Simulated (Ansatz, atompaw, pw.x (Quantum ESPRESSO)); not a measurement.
## What a changed setting does to a pw.x run (bcc Hf)

Potential: PAW, atompaw 4.2.0.5, PBEsol; core [Xe] 4f14, reference 5d2 6s2 6p0; waves: 6s (bound): rc 2.80 bohr; 6s channel at 0.2 Ry: rc 2.80 bohr; 6p (bound, empty): rc 2.80 bohr; 6p channel at 2 Ry: rc 2.80 bohr; 5d (bound): rc 1.58 bohr; 5d channel at 1.4 Ry: rc 2.80 bohr; local part: ultrasoft scheme with l = 3 at 0 Ry, radius 2.62 bohr; core correction: smooth core density matched at 2.38 bohr; augmentation: besselshape compensation charge, radius 2.34 bohr; PAW radius 2.80 bohr; waves and projectors: custom rrkj gramschmidtortho.

The reference run (k-mesh 13³, cutoffs 50/500 Ry, Fermi–Dirac 0.01 Ry, mixing_beta 0.4, conv_thr 1e-9, no spin) gives -0.44 GPa at 21.370 Å³/atom, where all-electron LAPW gives 0.10 GPa. This run, with its own iteration cap, changes mixing_mode to local-TF.

```
&control
  calculation='scf', prefix='x', pseudo_dir='./', outdir='./tmp', tstress=.true., disk_io='none'
/
&system
  ibrav=0, nat=1, ntyp=1, ecutwfc=50, ecutrho=500, nbnd=9,
  occupations='smearing', smearing='fd', degauss=0.01
/
&electrons
  conv_thr=1e-09, mixing_beta=0.4, electron_maxstep=70, mixing_mode='local-TF'
/
ATOMIC_SPECIES
Hf 1.0 Hf.UPF
CELL_PARAMETERS angstrom
  -1.74816133 1.74816133 1.74816133
  1.74816133 -1.74816133 1.74816133
  1.74816133 1.74816133 -1.74816133
ATOMIC_POSITIONS crystal
Hf 0.0000 0.0000 0.0000
K_POINTS automatic
13 13 13 0 0 0
```

```bash
pw.x < Hf.scf.in > Hf.scf.out
```

How does the run end?

It converges in 12 iterations; the free energy moves by +0.0 meV/atom and the pressure by +0.00 GPa. The result is that of the reference run.

```
Message from routine setup:
     using ibrav=0 with symmetry is DISCOURAGED, use correct ibrav instead
     lattice parameter (alat)  =       5.7219  a.u.
     unit-cell volume          =     144.2119 (a.u.)^3
     number of electrons       =         4.00
     number of Kohn-Sham states=            9
     kinetic-energy cutoff     =      50.0000  Ry
     charge density cutoff     =     500.0000  Ry
     scf convergence threshold =      1.0E-09
     Exchange-correlation= SLA PW PSX PSC
     number of k points=    84  Fermi-Dirac smearing, width (Ry)=  0.0100
     negative rho (up, down):  6.211E-03 0.000E+00
     iteration #  1     ecut=    50.00 Ry     beta= 0.40
     negative rho (up, down):  2.211E-04 0.000E+00
     total energy              =    -609.34631029 Ry
     estimated scf accuracy    <       0.01346235 Ry
     iteration #  2     ecut=    50.00 Ry     beta= 0.40
     total energy              =    -609.34654015 Ry
     estimated scf accuracy    <       0.00578390 Ry
     iteration #  3     ecut=    50.00 Ry     beta= 0.40
     total energy              =    -609.34725238 Ry
     estimated scf accuracy    <       0.00001833 Ry
     [... 6 iterations left out ...]
     iteration # 10     ecut=    50.00 Ry     beta= 0.40
     total energy              =    -609.34731200 Ry
     estimated scf accuracy    <       0.00000038 Ry
     iteration # 11     ecut=    50.00 Ry     beta= 0.40
     total energy              =    -609.34731197 Ry
     estimated scf accuracy    <       0.00000005 Ry
     iteration # 12     ecut=    50.00 Ry     beta= 0.40
     the Fermi energy is     8.8910 ev
!    total energy              =    -609.34731199 Ry
     estimated scf accuracy    <          1.7E-10 Ry
     smearing contrib. (-TS)   =      -0.00821911 Ry
     The total energy is F=E-TS. E is the sum of the following terms:
     one-electron contribution =       6.11475505 Ry
     hartree contribution      =       0.00611508 Ry
     xc contribution           =      -4.98141357 Ry
     ewald contribution        =      -8.81291388 Ry
     one-center paw contrib.   =    -601.66563556 Ry
     convergence has been achieved in  12 iterations
          total   stress  (Ry/bohr**3)                   (kbar)     P=       -4.37
     Message from routine punch:
     Nothing written, as per user request (disk_io='none')
```

The run took about 28 s on one core of a shared host (Intel(R) Xeon(R) Platinum 8259CL CPU @ 2.50GHz, 96 threads, 755 GiB, load 52).
